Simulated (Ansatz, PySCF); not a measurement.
This PySCF input computes a CCSD(T)/cc-pVDZ energy:

```python
from pyscf import gto, scf, mp, cc as ccmod

mol = gto.M(
    atom='''
    C     1.17178753   -0.40786818    0.00814112
    C     0.00377973    0.55379578   -0.00922938
    O    -1.19926796   -0.21360277    0.00218953
    H    -1.95146033    0.38657997   -0.00867812
    H     0.04636729    1.21437980    0.86589957
    H     0.04839412    1.18483951   -0.90579449
    H     2.11638052    0.13933088    0.00009803
    H     1.13951779   -1.03119502    0.90289190
    H     1.14154074   -1.06067865   -0.86540354
    ''',
    basis='cc-pvdz',
    charge=0,
    spin=0,
    verbose=4,
)

mf = scf.RHF(mol)
mf.conv_tol = 1e-10
mf.max_cycle = 100
mf.kernel()
mp2 = mp.MP2(mf, frozen=3).run()
cc = ccmod.CCSD(mf, frozen=3)
cc.max_cycle = 100
cc.kernel()
et = cc.ccsd_t()
print(f'E(CCSD(T)) = {cc.e_tot + et:.9f}')
```

Problem. Write an input for the same energy in Ansatz (a first-principles code) and say what it gives.

Solution. 
Ansatz 0.2 input:
```yaml
crystal:
  periodic: [false, false, false]
  atoms:
    - {symbol: C, position_ang: [1.17178753, -0.40786818, 0.00814112]}
    - {symbol: C, position_ang: [0.00377973, 0.55379578, -0.00922938]}
    - {symbol: O, position_ang: [-1.19926796, -0.21360277, 0.00218953]}
    - {symbol: H, position_ang: [-1.95146033, 0.38657997, -0.00867812]}
    - {symbol: H, position_ang: [0.04636729, 1.21437980, 0.86589957]}
    - {symbol: H, position_ang: [0.04839412, 1.18483951, -0.90579449]}
    - {symbol: H, position_ang: [2.11638052, 0.13933088, 0.00009803]}
    - {symbol: H, position_ang: [1.13951779, -1.03119502, 0.90289190]}
    - {symbol: H, position_ang: [1.14154074, -1.06067865, -0.86540354]}
basis:
  gaussian:
    orbitals: cc-pVDZ
magnetization: {spin_polarized: false}
correlation: {method: ccsd_t, electrons: outside_noble_gas}
```
It gives -154.62297 Eh, and PySCF -154.62297 Eh, a difference of 0.00 mEh.
